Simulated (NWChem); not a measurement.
Species: sulfur dioxide (SO2); SMILES O=S=O

Computed with NWChem. The geometry was optimised at PBE0/def2-SVP.

Question: Estimate the computed values for Hartree-Fock/def2-TZVPD. Quantities: highest occupied level (eV); orbital gap (eV); dipole (D).

Answer: 
```
Property                     Result
---------------------------  ------
highest occupied level (eV)  -13.60
orbital gap (eV)              13.56
dipole (D)                     2.14
```
